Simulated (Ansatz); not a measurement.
AlH4PSi, SMILES [AlH]1[SiH2][PH]1, a rigid scan of one bond length

Computed with the Python package of Ansatz (0.2.0).

Notebook, run cell by cell (the value of a cell's last expression is shown):

**Cell 1**
```python
import warnings

import ansatz as az
from ase import Atoms
import matplotlib.pyplot as plt
import numpy as np
```

**Cell 2**
```python
warnings.simplefilter("ignore", az.DeckWarning)
```

**Cell 3**
```python
atoms = Atoms(["Al", "Si", "P", "H", "H", "H", "H"], positions=[
    [-1.1652, -0.5999, -0.5214],
    [0.3571, 0.8982, 0.464],
    [0.6089, -1.2453, 0.738],
    [-2.4041, -0.8398, -1.4665],
    [1.3313, 1.5109, -0.4713],
    [-0.1536, 1.6289, 1.6429],
    [1.4869, -1.4209, -0.4314],
])
geometry = az.Crystal.molecule_from_ase(atoms)

symbols = [site.symbol for site in geometry.cartesian_sites]
start = np.array([site.position_ang for site in geometry.cartesian_sites])
axis = (start[6] - start[2]) / np.linalg.norm(start[6] - start[2])
moving = [6]
lengths, energies = [1.296, 1.355, 1.414, 1.473, 1.532, 1.591, 1.65, 1.738], []
for length in lengths:
    xyz = start.copy()
    xyz[moving] += (length - np.linalg.norm(start[6] - start[2])) * axis
    point = az.Crystal.molecule()
    for symbol, place in zip(symbols, xyz):
        point = point.atom(symbol, place.tolist())
    calculation = point.calculation().basis(gaussian="cc-pVDZ").functional("pbe")
    report = calculation.run(threads=1, backend="cpu").report
    energies.append(report["free_energy_ev"])
    print(f"r = {length:6.3f} A  E = {energies[-1]:.5f} eV  <S^2> = {abs(report['mean_field']['state']['spin_squared']):.3f}")
```
Output:
```text
r =  1.296 A  E = -23814.48057 eV  <S^2> = 0.000
r =  1.355 A  E = -23814.66524 eV  <S^2> = 0.000
r =  1.414 A  E = -23814.74710 eV  <S^2> = 0.000
r =  1.473 A  E = -23814.75096 eV  <S^2> = 0.000
r =  1.532 A  E = -23814.69628 eV  <S^2> = 0.000
r =  1.591 A  E = -23814.59833 eV  <S^2> = 0.000
r =  1.650 A  E = -23814.46900 eV  <S^2> = 0.000
r =  1.738 A  E = -23814.23725 eV  <S^2> = 0.000
```

**Cell 4**
```python
fit = np.polynomial.Polynomial.fit(lengths, np.array(energies) - min(energies), 4).convert()
roots = [r.real for r in fit.deriv().roots() if abs(r.imag) < 1e-9 and fit.deriv(2)(r.real) > 0]
r_e = min(roots, key=lambda r: abs(r - lengths[int(np.argmin(energies))]))
print(f"minimum of the fit at {r_e:.4f} A, force constant {fit.deriv(2)(r_e):.2f} eV/A^2")
plt.figure(figsize=(4.5, 3))
plt.plot(lengths, np.array(energies) - min(energies), "o-")
plt.xlabel("bond length (A)")
plt.ylabel("E - E(min) (eV)")
plt.tight_layout()
plt.savefig("scan.png", dpi=100)
```
Output:
```text
minimum of the fit at 1.4462 A, force constant 19.27 eV/A^2
```

What to keep in mind:
- The settings weren't tested for convergence.
- The rest of the molecule is held rigid at a force-field or estimated start geometry, and the basis set is modest; single-reference methods fail as a bond breaks.
- The orbitals are restricted, so S² is zero by construction.
- Timing: 17 s on 1 thread of Arm Neoverse V1, with other jobs on the host, peak memory 0.22 GiB.
